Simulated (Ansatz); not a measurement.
Basis-set extrapolation for CH3BCl (`C[B]Cl`) radical (PBE0-D4/def2-TZVP geometry, frozen core, the Gaussian-basis code of Ansatz). Multiplicity 2, UHF reference.

```json
{"": "HF", "def2-TZVPP": "-523.820081", "def2-QZVPP": "-523.835739"}
{"": "MP2 correlation", "def2-TZVPP": "-0.438815", "def2-QZVPP": "-0.474531"}
{"": "CCSD(T) correlation", "def2-TZVPP": "-0.495787", "def2-QZVPP": "not run"}
```

Energies in hartree. Use E(X) = E(∞) + A·exp(−7.88·√X) for Hartree–Fock and E(X) = E(∞) + B·X^(−2.97) for correlation, with X = 3 and 4, and add CCSD(T) minus MP2 of the smaller set to the MP2 limit.

Task: What is the CCSD(T) energy at the basis-set limit?

Result: HF limit: -523.835739 + (-0.015658) × 0.13774 = -523.83790. MP2 limit: -0.474531 + (-0.035716) × 0.74074 = -0.50099. Higher-order term: -0.495787 − (-0.438815) = -0.05697. Total: -524.39586 hartree, 210.0 kJ/mol below CCSD(T)/def2-TZVPP.
